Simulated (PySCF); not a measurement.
Molecule: SMILES N#S(F)(F)F, F3NS.

Molfile (atoms numbered from 1):
```
F3NS
     RDKit          3D

  5  4  0  0  0  0  0  0  0  0999 V2000
   -1.6712    0.4056   -0.0410 N   0  0  0  0  0  0  0  0  0  0  0  0
   -1.3903    0.5041   -1.4315 S   0  0  0  0  0  6  0  0  0  0  0  0
   -0.2847   -0.3780   -2.1594 F   0  0  0  0  0  0  0  0  0  0  0  0
   -2.4750    0.2237   -2.5601 F   0  0  0  0  0  0  0  0  0  0  0  0
   -0.8965    1.8466   -2.1276 F   0  0  0  0  0  0  0  0  0  0  0  0
  1  2  3  0
  2  3  1  0
  2  4  1  0
  2  5  1  0
M  END
```

Geometry PBE0-D3(BJ)/def2-SVP throughout; GIAO in PySCF, gas phase, one conformer, non-relativistic; equivalent atoms averaged; basis pcSseg-2.

For orientation, PBE0 gives these absolute shieldings σ: N1 60.9, S2 336.4, F3/F4/F5 60.8 ppm.

A run gave: N1 68.4, S2 353.7, F3/F4/F5 55.0 ppm (absolute shieldings σ).

Q: Which functional was used in that run?
A. LC-wPBE
B. BHandHLYP
C. wB97X-D
D. OPBE

A: D. S2 tells them apart best: OPBE gives 353.7, LC-wPBE gives 332.3, BHandHLYP gives 339.1, wB97X-D gives 332.3 ppm.
